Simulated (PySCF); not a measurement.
**SiC and its ions**

PBE0; basis Si def2-TZVP, C def2-TZVP; no relativity; PySCF 2.14. Neutral (UKS): triplet (σ ↑, π ↑), Re = 1.710 Å, ωe = 995 cm⁻¹, De = 4.42 eV, HOMO -6.61 eV, LUMO -4.11 eV.

SiC⁺ (UKS): quartet (σ ↑, π ↑↑), Re = 1.816 Å, ωe = 842 cm⁻¹, De = 3.83 eV to Si⁺ + C. The energies at the minima are -327.21724 hartree for SiC and -326.89341 for SiC⁺.

Work out the adiabatic ionisation energy, without and with harmonic zero-point energies (1 hartree = 27.2114 eV, 1 eV = 8065.5 cm⁻¹), and the change of the bond length.

At PBE0: 0.32383 hartree = 8.812 eV between the minima; the zero-point term (842.0 − 995.0)/2 cm⁻¹ = -0.009 eV makes it 8.802 eV. Re changes by +10.6 pm against the neutral. The electron leaves a π orbital, and the longer bond of the ion fits a bonding orbital, or a change in how ionic the bond is.

For an ion De counts to the pair picked by the measured ionisation energies or electron affinities, which need not be the lowest pair at this level. States were picked by a PBE0 search and need not be the measured ground states.
